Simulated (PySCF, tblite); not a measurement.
# A complex of hydrogen cyanide and acetonitrile

A gas-phase complex of hydrogen cyanide and acetonitrile; neutral, singlet. The structure comes from a short search (6 tight-binding starts) and was relaxed by PBE0-D3(BJ)/def2-SVPD; another way of binding may lie lower. Frequencies by PBE0-D3(BJ)/def2-SVPD show no clear imaginary mode.

Parts: 1 = hydrogen cyanide (C#N), atoms 1–3; 2 = acetonitrile (CC#N), atoms 4–9.

Coordinates in Å:
```
C1      0.180    0.158   -0.227
N2      0.738    0.121   -1.236
H3     -0.347    0.193    0.726
C4     -2.483    0.239    4.904
C5     -1.834    0.234    3.606
N6     -1.315    0.229    2.576
H7     -1.840    0.732    5.645
H8     -3.437    0.780    4.844
H9     -2.679   -0.791    5.230
```

```csv
contact,kind (by geometry),distance (Å),angle (°)
H3···N6,C–H hydrogen bond,2.088,178
```

Interaction energies are complex less parts, with the parts frozen as they stand in it; counterpoise-corrected, in kcal/mol (PySCF).

How strongly do the parts interact, level by level?


```json
{"level": "wB97M-D3(BJ)/def2-TZVPD", "interaction": "-6.13", "superposition error removed": "-0.07"}
{"level": "PBE0-D3(BJ)/def2-TZVPD", "interaction": "-6.51", "superposition error removed": "-0.07"}
{"level": "RI-MP2/def2-TZVPD", "interaction": "-5.80", "superposition error removed": "-0.46"}
```

What holds them together? Decompose the wB97M-D3(BJ)/def2-TZVPD energy: frozen parts, their antisymmetrised product, then relaxation.

electrostatic -8.5, Pauli repulsion +6.2, orbital relaxation -3.2, dispersion correction -0.7 kcal/mol, which sum to the value before the counterpoise correction; the Pauli term holds the exchange-correlation of the frozen density too. Of the attraction, 69 % is electrostatic, 26 % is orbital relaxation, 6 % is dispersion correction.

The parts were also relaxed and run alone, at the levels used for the complex: vibrations by PBE0-D3(BJ)/def2-SVPD; shieldings by PBE0/pcSseg-2; core levels by delta-SCF with SCAN, pcX-2 on the ionised atom and pcseg-1 elsewhere, spin-free X2C.

What does binding change?


| property | alone | in the complex | change |
| --- | --- | --- | --- |
| C1–H3 bond (Å) | 1.078 | 1.089 | +0.011 |
| stretch carried by H3 (cm⁻¹, harmonic) | 3463 | 3300 | -163 |
| its infrared intensity (km/mol) | 75 | 581 |  |
| shielding of H3 (ppm) | 28.66 | 26.72 | -1.94 |
| shielding of N6 (ppm) | -38.2 | -22.7 | +15.5 |
| shielding of C1 (ppm) | 70.0 | 63.7 | -6.2 |
| C1 1s core level (eV) | 293.45 | 292.25 | -1.20 |
| N2 1s core level (eV) | 406.66 | 405.55 | -1.11 |
| N6 1s core level (eV) | 405.35 | 405.98 | +0.63 |

The core-hole states of C1, N2, N6 are spin-contaminated (⟨S²⟩ 0.84, 0.83, 0.81 against 0.75 for a pure doublet), so those values and differences from them are less sure.

What are the binding energy from relaxed parts (wB97M-D3(BJ)/def2-TZVPD), and ΔH and ΔG of association at 298.15 K and 1 atm?

-5.97 kcal/mol, -4.81 with zero-point energy; ΔH -4.7 and ΔG +3.4 kcal/mol, from harmonic vibrations by PBE0-D3(BJ)/def2-SVPD with low modes damped.

The 6 runs behind this took 14 min in all, one thread each of Arm Neoverse N1 on a shared host, launched as `OMP_NUM_THREADS=1 python cluster_run.py task.json out`.
